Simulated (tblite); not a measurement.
C₆H₁₁ (doublet state).
Numbering: `[CH3:1][CH:2]([CH3:3])[C@H:4]1[CH:5][CH2:6]1` (hydrogens: H7, H8, H9 on C1; H10 on C2; H11, H12, H13 on C3; H14 on C4; H15 on C5; H16, H17 on C6)

Computed geometry: GFN2-xTB, gas phase. This method treats the open shell by occupation alone, without spin polarisation.

(1) List the bond lengths, angles and torsions at this level.

## Answers

(1) 
```json
{"bond": "C1–C2", "length (Å)": "1.528", "order": "single"}
{"bond": "C2–C3", "length (Å)": "1.527", "order": "single"}
{"bond": "C2–C4", "length (Å)": "1.521", "order": "single"}
{"bond": "C4–C5", "length (Å)": "1.461", "order": "single"}
{"bond": "C5–C6", "length (Å)": "1.462", "order": "single"}
{"bond": "C4–C6", "length (Å)": "1.521", "order": "single"}
{"bond": "C1–H7, C1–H8, C1–H9", "length (Å)": "1.088", "order": "single"}
{"bond": "C2–H10", "length (Å)": "1.095", "order": "single"}
{"bond": "C3–H11, C3–H12, C3–H13", "length (Å)": "1.088", "order": "single"}
{"bond": "C4–H14", "length (Å)": "1.090", "order": "single"}
{"bond": "C5–H15", "length (Å)": "1.069", "order": "single"}
{"bond": "C6–H16", "length (Å)": "1.083", "order": "single"}
{"bond": "C6–H17", "length (Å)": "1.086", "order": "single"}
```

Bonds in one row agree within 0.01 Å and their mean is given. Orders are formal, as drawn. A selection of angles:
```json
{"angle": "C2–C1–H7", "degrees": "110.4"}
{"angle": "H7–C1–H8", "degrees": "108.5"}
{"angle": "H7–C1–H9", "degrees": "108.6"}
{"angle": "C1–C2–C3", "degrees": "111.0"}
{"angle": "C1–C2–C4", "degrees": "109.8"}
{"angle": "C1–C2–H10", "degrees": "108.6"}
{"angle": "C3–C2–C4", "degrees": "110.3"}
{"angle": "C3–C2–H10", "degrees": "108.8"}
{"angle": "C4–C2–H10", "degrees": "108.3"}
{"angle": "C2–C3–H11", "degrees": "110.5"}
{"angle": "C2–C3–H13", "degrees": "110.4"}
{"angle": "H11–C3–H12", "degrees": "108.5"}
{"angle": "C2–C4–C5", "degrees": "121.2"}
{"angle": "C2–C4–C6", "degrees": "119.0"}
{"angle": "C2–C4–H14", "degrees": "112.1"}
{"angle": "C5–C4–C6", "degrees": "58.7"}
{"angle": "C5–C4–H14", "degrees": "118.0"}
{"angle": "C6–C4–H14", "degrees": "118.3"}
{"angle": "C4–C5–C6", "degrees": "62.7"}
{"angle": "C4–C5–H15", "degrees": "132.4"}
{"angle": "C6–C5–H15", "degrees": "131.8"}
{"angle": "C5–C6–H16", "degrees": "118.7"}
{"angle": "C5–C6–H17", "degrees": "119.9"}
{"angle": "C4–C6–C5", "degrees": "58.6"}
{"angle": "C4–C6–H16", "degrees": "116.5"}
{"angle": "C4–C6–H17", "degrees": "120.7"}
{"angle": "H16–C6–H17", "degrees": "112.5"}
```

Dihedral angles: C1–C2–C4–C5 84° (synclinal); C2–C4–C5–C6 107° (anticlinal); C2–C4–C6–C5 -111° (anticlinal).

C5 (carbon bonded to 2 C and H) is pyramidal (angles 132.4°, 131.8° and 62.7°, sum 327.0°, 0.38 Å off the plane of its three neighbours). Of the pairs four or more bonds apart, H10···H16 is among the closest relative to their van der Waals radii: 2.48 Å, 103 % of the sum of Bondi's values. The 3-membered ring C4–C5–C6 has internal angles of 58.6° to 62.7°. The C–C distances run from 1.461 Å (C4–C5, drawn single) to 1.528 Å (C1–C2, drawn single), a spread of 0.067 Å.

Its GFN2-xTB frequencies are all real (lowest 76 cm⁻¹). 2 starts were optimised and ended at 0.00 and 1.28 kcal/mol (GFN2-xTB); the lowest of these is shown.

Time: 0.12 s. Hardware: an Arm Neoverse V2 with one thread, shared host with 96 logical CPUs at a one-minute load of 28. That covers the optimisation of the geometry.

One conformer stands for the species.
